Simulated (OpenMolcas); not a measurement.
Potential curves of OF⁺: spin–orbit levels

Computed with OpenMolcas 26.06: state-averaged CASSCF(8,6) over F 2p, O 2p, XMS-CASPT2 (IPEA 0.25, imaginary shift 0.2 hartree), scalar X2C, ANO-RCC-VTZP, then RASSI spin–orbit state interaction with atomic mean-field integrals. C2 symmetry about the axis (a holds Σ, Δ, Γ; b holds Π, Φ, H; Σ⁺ and Σ⁻ are not told apart); roots by multiplicity and irrep: 3a 5, 1a 4, 3b 4.

XMS-CASPT2 energies with spin–orbit state interaction in eV from the lowest point. Curves are followed by energy order within each symmetry, so they are adiabatic and may change character at avoided crossings; for Ω = 0 the + and − levels are counted together.

| R (Å) | (1)Ω=0 | (1)Ω=1 | (1)Ω=2 | (2)Ω=0 | (3)Ω=0 | (1)Ω=3 | (3)Ω=1 |
| --- | --- | --- | --- | --- | --- | --- | --- |
| 1.048 | 1.753 | 1.753 | 3.236 | 4.305 | 11.360 | 12.636 | 12.696 |
| 1.108 | 0.693 | 0.694 | 2.187 | 3.228 | 9.560 | 10.019 | 10.078 |
| 1.163 | 0.204 | 0.205 | 1.704 | 2.714 | 8.026 | 8.330 | 8.471 |
| 1.218 | 0.000 | 0.000 | 1.513 | 2.490 | 6.815 | 7.099 | 7.241 |
| 1.279 | 0.013 | 0.014 | 1.532 | 2.463 | 5.863 | 6.132 | 6.261 |
| 1.340 | 0.173 | 0.173 | 1.708 | 2.586 | 5.220 | 5.475 | 5.589 |

The 7 lowest clean curves are shown; the next is (5)Ω=0, from 6.15 eV. Left out for impure symmetry, kinks or missing points, though low: (2)Ω=2, (2)Ω=1, (4)Ω=0. Only roots inside an energy window near the equilibrium distance were included, so the list of states is not complete; labels number the states computed. Each spin and symmetry block has orbitals of its own, averaged over its own roots, so gaps between blocks are less sure than gaps within one and near the minimum can be off by tenths of an eV, in bad cases by more. No Rydberg orbitals are active, so Rydberg states, and σ→σ* states whose orbital the CASSCF left unused, can be missing between those listed. CASPT2 splits the two components of degenerate states numerically, here by up to 52 cm⁻¹. No roots were computed in block 1b (none fell in the window or the block failed), so states of that kind are missing and can lie low or lowest. Points that failed a check (symmetry, reference weights, a jump) are left out.
